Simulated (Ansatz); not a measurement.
**C₃H₃N₃: how energies converge with the basis set**

The task here is to estimate one member of a computed series from the others.

Program: Ansatz 0.2.0, Gaussian basis. Level of theory: one geometry, several basis sets. These are calculated values, not measurements.

The runs, in order: PBE0-D4/def2-SVP; ωB97M-V/def2-SVP; PBE0-D4/def2-QZVPP; ωB97M-V/def2-QZVPP; the functionals' def2-TZVPP values are taken from earlier runs.

### The geometry

An earlier PBE0-D4 in a triple-zeta def2 set relaxation fixed the geometry.

SMILES `c1ncncn1`, 9 atoms, charge 0, spin multiplicity 1.

Atoms are counted from 1 here; the program's logs count them from 0.

Bond lengths: C1–N2 1.326 Å, C1–N6 1.326 Å, C1–H7 1.087 Å, N2–C3 1.326 Å, C3–N4 1.326 Å, C3–H8 1.087 Å, N4–C5 1.326 Å, C5–N6 1.326 Å, C5–H9 1.087 Å. Angles: N2–C1–N6 125.9°, N2–C1–H7 117.1°, N6–C1–H7 117.1°, C1–N2–C3 114.1°, N2–C3–N4 125.9°, N2–C3–H8 117.1°, N4–C3–H8 117.1°, C3–N4–C5 114.1°, N4–C5–N6 125.9°, N4–C5–H9 117.1°, N6–C5–H9 117.1°, C1–N6–C5 114.1°.

Geometry (Å):

```xyz
9
charge 0, multiplicity 1
C     0.9847    0.3434   -0.7517
N     0.5779   -0.9168   -0.8279
C    -0.4400   -1.2075   -0.0287
N    -1.0447   -0.3642    0.7974
C    -0.5447    0.8642    0.7804
N     0.4668    1.2810    0.0305
H     1.8174    0.6337   -1.3873
H    -0.8121   -2.2287   -0.0530
H    -1.0053    1.5950    1.4404
```

Set-up of the first run:

in.yaml reads:

```yaml
crystal:
  periodic: [false, false, false]
  atoms:
    - {symbol: C, position_ang: [0.984725, 0.343354, -0.751697]}
    - {symbol: N, position_ang: [0.577858, -0.916790, -0.827924]}
    - {symbol: C, position_ang: [-0.440021, -1.207550, -0.028738]}
    - {symbol: N, position_ang: [-1.044660, -0.364247, 0.797437]}
    - {symbol: C, position_ang: [-0.544719, 0.864202, 0.780415]}
    - {symbol: N, position_ang: [0.466796, 1.281045, 0.030480]}
    - {symbol: H, position_ang: [1.817413, 0.633682, -1.387311]}
    - {symbol: H, position_ang: [-0.812081, -2.228651, -0.053025]}
    - {symbol: H, position_ang: [-1.005299, 1.594954, 1.440364]}
basis:
  gaussian: {orbitals: def2-SVP}
hamiltonian: {xc: pbe0, dispersion: d4}
output: {orbitals: {seedname: orbitals}}
```

On the command line:

```
$ ansatz run in.yaml --threads 4 --pin off --events-out ev --progress --plain --max-ram 10444MiB
```

Steps of the session up to this table: PBE0-D4 in def2-SVP; ωB97M-V in def2-SVP; PBE0-D4 in def2-QZVPP; ωB97M-V in def2-QZVPP.

One of the session's tables, all rows but one given; the rest of the session is left out.

It belongs to the step «Density functionals: the series». 

| functional | basis | HOMO (eV) |
| --- | --- | --- |
| PBE0-D4 | def2-SVP | -7.99 |
| PBE0-D4 | def2-TZVPP | -8.09 |
| PBE0-D4 | def2-QZVPP | -8.13 |
| ωB97M-V | def2-SVP | -10.36 |
| ωB97M-V | def2-TZVPP | -10.49 |
| ωB97M-V | def2-QZVPP | ? |

Estimate the missing values for ωB97M-V, def2-QZVPP.

**Answer.** HOMO (eV): -10.52. In the column «HOMO (eV)» it is the lowest.
